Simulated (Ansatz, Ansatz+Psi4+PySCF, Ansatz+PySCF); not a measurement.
```xyz
3

Si   -0.0048    0.0081    0.0915
H     0.0017    1.2740   -0.6737
H     0.0015   -1.2807   -0.6685
```

Basis set: cc-pVTZ on H; cc-pV(T+d)Z on Si (spherical functions). Left uncorrelated: 5 orbitals. Charge 0, multiplicity 3.

Computed with Ansatz (development build ahead of 0.2.0); each method stands on the lowest determinant of its kind that the runs found.

The atomization energy at this shape (free ground-state atoms in the same class of orbitals less the molecule, no zero-point energy) of triplet SiH2:

| method | atomization energy |
| --- | --- |
| UHF-MP2 | 127.11 kcal/mol |

(1) What does UHF-CCSD(T) give?

## Answers

(1) 129.92 kcal/mol. Caution: another spin multiplicity may lie lower.
